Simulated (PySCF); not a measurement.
How the functional moves excitation energies

Species: difluorosilane, F2H2Si.
InChI=1S/F2H2Si/c1-3-2/h3H2

Linear-response calculations in the def2-SVPD basis (PySCF; singlets by full response, triplets Tamm–Dancoff, core orbitals frozen in the response; HF means time-dependent Hartree–Fock). 'Strongest' is the level of largest summed f among the singlets computed (10 roots, of which the last may lack a degenerate partner); it can jump between rows when another state enters that window. S1 is the lowest singlet of each run and needn't be the same state throughout; f(S1) is that of one state. Isolated species at its PBE0-D3(BJ)/def2-SVP geometry, gas phase.

| functional | kind | S1 (eV) | f(S1) | strongest (eV) | T1 (eV) | HOMO (eV) | gap (eV) | ionisation energy, ΔSCF (eV) |
| --- | --- | --- | --- | --- | --- | --- | --- | --- |
| PBE0 | global hybrid, 25% exact exchange | 8.47 | 0.000 | 11.02 | 7.84 | -10.02 | 10.15 | 12.73 |
| BHandHLYP | global hybrid, 50% exact exchange | 8.95 | 0.000 | 11.64 | 8.30 | -11.50 | 12.42 | 13.09 |
| CAM-B3LYP | range-separated hybrid | 8.53 | 0.000 | 11.18 | 7.95 | -11.49 | 12.55 | 12.92 |
| wB97X-D | range-separated hybrid | 8.66 | 0.000 | 11.38 | 8.19 | -11.97 | 13.96 | 12.89 |
| LC-wPBE | range-separated hybrid | 8.73 | 0.000 | 11.58 | 8.01 | -12.83 | 15.00 | 13.04 |

S1 runs from 8.47 eV (PBE0) to 8.95 eV (BHandHLYP), a spread of 0.48 eV, while the orbital gap spreads over 4.9 eV. −ε(HOMO) comes closest to its own ΔSCF ionisation energy with LC-wPBE (-0.22 eV) and misses most with PBE0 (-2.71 eV).
